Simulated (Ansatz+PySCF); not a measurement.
**singlet CF4: levels of theory in one basis**

```yaml
atoms:
  - { symbol: C, position_ang: [0.0000, 0.0000, 0.0000] }
  - { symbol: F, position_ang: [0.8204, 0.8204, 0.8204] }
  - { symbol: F, position_ang: [0.8204, -0.8204, -0.8204] }
  - { symbol: F, position_ang: [-0.8204, 0.8204, -0.8204] }
  - { symbol: F, position_ang: [-0.8204, -0.8204, 0.8204] }
```

Basis set: def2-SVP (spherical functions). Left uncorrelated: 5 orbitals. Charge 0, multiplicity 1.

Computed with Ansatz (development build ahead of 0.2.0); each method stands on the lowest determinant of its kind that the runs found.

```tsv
method	E − E(RHF) (eV)	<S²> of the determinant
RHF	0.00	0.00
RHF-MP2	-24.08	–
RHF-CCSD	-24.29	–
```

Task: What does RHF-CCSD(T) give on the same scale?

Result: -24.81 eV.

Task: Is a single determinant a sound starting point here?

Result: By this sign, yes. Unrestricted orbitals gain 0.00 eV and <S²> is 0.00 against 0.00 for a pure state.
